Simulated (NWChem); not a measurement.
# O2F (SMILES [O]OF) at 6 levels

We compute a comparison of 6 runs (UHF/3-21G, UHF/def2-SVP, UHF/def2-TZVPPD, UB3LYP/6-31G*, UCCSD(T)/6-31+G*) of O2F. 

Program for the calculation: NWChem 7.3.0.

**1. The structure to begin with**

O2F has 3 atoms, charge 0, and is taken as a doublet. SMILES: `[O]OF`. The shape is that of a PBE0-D4/def2-TZVP optimisation.

Bond lengths: O1–O2 1.181 Å. A long bond or contact: O2–F3 1.573 Å.

**2. Energy and forces at UHF/3-21G (run 1)**

mol.nw

```
start mol
memory stack 880 mb heap 220 mb global 1100 mb

geometry noautosym nocenter noautoz
O        0.933400      -0.295440       0.482240
O        0.133270       0.497870       0.127930
F       -1.066650      -0.202430      -0.610160
end

basis spherical bse
* library 3-21G
end

scf
nopen 1
uhf
thresh 1e-08
maxiter 80
end

task scf gradient
```

Command:

```
$ nwchem mol.nw > mol.out
```

Log:

```text
[...]
  functions       =    27
[...]
  wavefunction    = UHF
[...]
         Total SCF energy =   -247.559957178166
      One electron energy =   -481.613025010176
      Two electron energy =    164.456370595585
 Nuclear repulsion energy =     69.596697236425
                       Sz =      0.5000
                 Sz(Sz+1) =      0.7500
                      S^2 =      1.4178
[...]
                         UHF ENERGY GRADIENTS
    atom               coordinates                        gradient
                 x          y          z           x          y          z
   1 O       1.763870  -0.558301   0.911301   -0.105226   0.104484  -0.046579
   2 O       0.251844   0.940838   0.241753    0.034480  -0.145876   0.003051
   3 F      -2.015676  -0.382537  -1.153035    0.070746   0.041392   0.043528
[...]
```

Run time: 1.1 s. Hardware: 1 thread of Intel Xeon 6975P-C (Granite Rapids), shared host; peak memory 0.099 GiB.

**3. Energy and forces at UHF/def2-SVP (run 2)**

run.py

```python
from ase import Atoms
from ase.calculators.nwchem import NWChem

molecule = Atoms(['O', 'O', 'F'], positions=[
    [0.933400, -0.295440, 0.482240],
    [0.133270, 0.497870, 0.127930],
    [-1.066650, -0.202430, -0.610160],
])

calc = NWChem(
    label='mol',
    theory='scf',
    memory='2200 mb',
    basis='def2-SVP',
    basispar='spherical bse',
    scf={'nopen': '1', 'uhf': None, 'thresh': '1e-08', 'maxiter': '80'},
)
molecule.calc = calc

forces = molecule.get_forces()
print("Total energy (eV):", round(molecule.get_potential_energy(), 6))
print("forces (eV/A):")
for s, f in zip(molecule.symbols, forces):
    print(f"{s:2s} {f[0]:10.5f} {f[1]:10.5f} {f[2]:10.5f}")
```

Command:

```
$ export ASE_NWCHEM_COMMAND="nwchem PREFIX.nwi > PREFIX.nwo"
$ python run.py
```

Log:

```text
Total energy (eV): -6767.948134
forces (eV/A):
O    -0.54785    0.60308   -0.23603
O     4.11001    1.43591    2.42280
F    -3.56216   -2.03904   -2.18677
```

The calculator wrote mol.nwi:

```
title "mol"

permanent_dir mol

scratch_dir mol

start mol

geometry units angstrom nocenter noautosym noautoz
  O  9.3340000000000001e-01 -2.9543999999999998e-01 4.8224000000000000e-01
  O  1.3327000000000000e-01 4.9786999999999998e-01 1.2792999999999999e-01
  F  -1.0666500000000001e+00 -2.0243000000000000e-01 -6.1016000000000004e-01
end

memory 2200 mb

basis spherical bse noprint
   * library def2-SVP
end

scf
  nopen 1
  uhf
  thresh 1e-08
  maxiter 80
end

task scf gradient
```

mol.nwo:

```text
Northwest Computational Chemistry Package (NWChem) 7.3.0
             --------------------------------------------------------

           Job information
           ---------------

    nwchem branch   = 7.3.0
    use scalapack   = T
    input           = mol.nwi
    prefix          = mol.
    data base       = mol/mol.db
    status          = startup
    nproc           =        1

           Memory information
           ------------------

    heap     =     72089600 doubles =      550.0 Mbytes
    stack    =     72089597 doubles =      550.0 Mbytes
    global   =    144179200 doubles =     1100.0 Mbytes (distinct from heap & stack)
    total    =    288358397 doubles =     2200.0 Mbytes
    verify   = yes
    hardfail = no

[... 103 lines left out ...]
 Convergence threshold     :          1.000E-08
[... 19 lines left out ...]
       Final UHF  results
[... 3 lines left out ...]
      One electron energy =   -483.059906986096
[... 1 line left out ...]
 Nuclear repulsion energy =     69.596697236425
[... 35 lines left out ...]
          Final beta eigenvalues
[... 192 lines left out ...]
                     UHF Final Beta Molecular Orbital Analysis
[... 228 lines left out ...]
                                        mol

  wavefunction    =   UHF

                         UHF ENERGY GRADIENTS

    atom               coordinates                        gradient
                 x          y          z           x          y          z
   1 O       1.763870  -0.558301   0.911301    0.010654  -0.011728   0.004590
   2 O       0.251844   0.940838   0.241753   -0.079927  -0.027924  -0.047116
   3 F      -2.015676  -0.382537  -1.153035    0.069273   0.039653   0.042526

                 ----------------------------------------
                 |  Time  |  1-e(secs)   |  2-e(secs)   |
                 ----------------------------------------
                 |  CPU   |       0.00   |       0.13   |
                 ----------------------------------------
                 |  WALL  |       0.00   |       0.13   |
                 ----------------------------------------

 Task  times  cpu:        2.4s     wall:        2.4s
 Total times  cpu:        2.4s     wall:        2.4s
```

It took 3.6 s on 1 thread of Intel Xeon 6975P-C (Granite Rapids), shared host; peak memory 0.099 GiB.

Runs 3 to 5 aren't shown in full; the table further down has their settings and results.

**4. A single-point energy at UCCSD(T)/6-31+G(d) (spherical functions) (run 6)**

run.py

```python
from ase import Atoms
from ase.calculators.nwchem import NWChem

atoms = Atoms(['O', 'O', 'F'], positions=[
    [0.933400, -0.295440, 0.482240],
    [0.133270, 0.497870, 0.127930],
    [-1.066650, -0.202430, -0.610160],
])

calc = NWChem(
    label='fo2',
    theory='tce',
    memory='2200 mb',
    basis='6-31+G*',
    basispar='spherical bse',
    scf={'nopen': '1', 'uhf': None, 'thresh': '1e-08', 'maxiter': '80'},
    tce={'scf': None, 'ccsd(t)': None, 'freeze': 'core 3', 'maxiter': '60'},
    task='energy',
)
atoms.calc = calc

print(f"energy = {atoms.get_potential_energy():.6f} eV")
```

Command:

```
$ export ASE_NWCHEM_COMMAND="nwchem PREFIX.nwi > PREFIX.nwo"
$ python run.py
```

Log:

```text
energy = -6788.618409 eV
```

The calculator wrote fo2.nwi:

```
title "fo2"

permanent_dir fo2

scratch_dir fo2

start fo2

geometry units angstrom nocenter noautosym noautoz
  O  9.3340000000000001e-01 -2.9543999999999998e-01 4.8224000000000000e-01
  O  1.3327000000000000e-01 4.9786999999999998e-01 1.2792999999999999e-01
  F  -1.0666500000000001e+00 -2.0243000000000000e-01 -6.1016000000000004e-01
end

memory 2200 mb

basis spherical bse noprint
   * library 6-31+G*
end

scf
  nopen 1
  uhf
  thresh 1e-08
  maxiter 80
end
tce
  scf
  ccsd(t)
  freeze core 3
  maxiter 60
end

task tce energy
```

fo2.nwo:

```text
Northwest Computational Chemistry Package (NWChem) 7.3.0
             --------------------------------------------------------

           Job information
           ---------------

    nwchem branch   = 7.3.0
    use scalapack   = T
    input           = fo2.nwi
    prefix          = fo2.
    data base       = fo2/fo2.db
    status          = startup
    nproc           =        1

           Memory information
           ------------------

    heap     =     72089594 doubles =      550.0 Mbytes
    stack    =     72089599 doubles =      550.0 Mbytes
    global   =    144179200 doubles =     1100.0 Mbytes (distinct from heap & stack)
    total    =    288358393 doubles =     2200.0 Mbytes
    verify   = yes
    hardfail = no

[... 93 lines left out ...]
 1-e energy   =    -484.001645
[... 9 lines left out ...]
 Convergence threshold     :          1.000E-08
[... 21 lines left out ...]
         Total SCF energy =   -248.930921866254
[... 2 lines left out ...]
 Nuclear repulsion energy =     69.596697236425
[... 63 lines left out ...]
                    UHF Final Alpha Molecular Orbital Analysis
[... 616 lines left out ...]
 CCSD total energy / hartree       =      -249.455889428035533
[... 1 line left out ...]
 Singles contributions
    14a   (alpha) ---    12a   (alpha)       -0.2901601992
    13a   (beta ) ---    11a   (beta )        0.1063356530
    14a   (beta ) ---     7a   (beta )        0.1317342038

 Doubles contributions
 CCSD(T)
 Using plain CCSD(T) code
             total no. of tasks           20
 total no. of tasks / no. procs           20
                         wl_min      6751269          13.7
                         wl_max      9261000          14.5
        thresh for no. of tasks           20

 CCSD[T]  correction energy / hartree =        -0.026923030807988
 CCSD[T] correlation energy / hartree =        -0.551890592589999
 CCSD[T] total energy / hartree       =      -249.482812458843512
 CCSD(T)  correction energy / hartree =        -0.021237645883522
 CCSD(T) correlation energy / hartree =        -0.546205207665533
 CCSD(T) total energy / hartree       =      -249.477127073919064

 Task  times  cpu:       31.0s     wall:       31.0s
 Total times  cpu:       31.0s     wall:       31.0s
```

Wall time 32 s (1 thread of Intel Xeon 6975P-C (Granite Rapids), shared host); peak memory 0.45 GiB.

**5. Overview of the runs**

```
run                                   level  iteration cap  module  energy (Eh)  dipole moment (D)  HOMO energy (eV)  LUMO energy (eV)  wall time
  1                               UHF/3-21G             80     scf  -247.559957               0.34            -14.75              3.26      1.1 s
  2                            UHF/def2-SVP             80     scf  -248.717508               0.50            -15.10              2.86      3.6 s
  3                         UHF/def2-TZVPPD             80     scf  -249.040885               0.53            -15.07              2.18       90 s
  4     UB3LYP/6-31G* (spherical functions)            100     dft  -250.049161               1.29             -8.77             -4.07      8.7 s
  5     UB3LYP/6-31G* (Cartesian functions)            100     dft  -250.053581               1.28             -8.79             -4.09      9.6 s
  6  UCCSD(T)/6-31+G* (spherical functions)             80     tce  -249.477127                  –            -15.14              2.27       32 s
```

**6. Outcome**

```
                                                         quantity          value
                                              run 6: total energy  -249.47713 Eh
run 6: HOMO energy (Hartree–Fock orbitals) (highest over α and β)      -15.14 eV
 run 6: LUMO energy (Hartree–Fock orbitals) (lowest over α and β)        2.27 eV
               run 6: correlation energy (3 core orbitals frozen)     -546.2 mEh
                                            run 6: (T) correction     -21.24 mEh
                         run 6: ⟨S²⟩ of the reference determinant          1.430
```

Over runs 1, 2, 3, 4, 5 the dipole moment (its size) runs from 0.34 D (UHF/3-21G) to 1.29 D (UB3LYP/6-31G*). The two ends differ in method and basis. Spin contamination of the reference: run 3 ⟨S²⟩ = 1.44, run 2 ⟨S²⟩ = 1.43, run 6 ⟨S²⟩ = 1.43, run 1 ⟨S²⟩ = 1.42. Where it is this large, the reference is a mixture of spin states, and values that rest on it are in doubt. All runs together took 2.4 min, the longest 90 s.
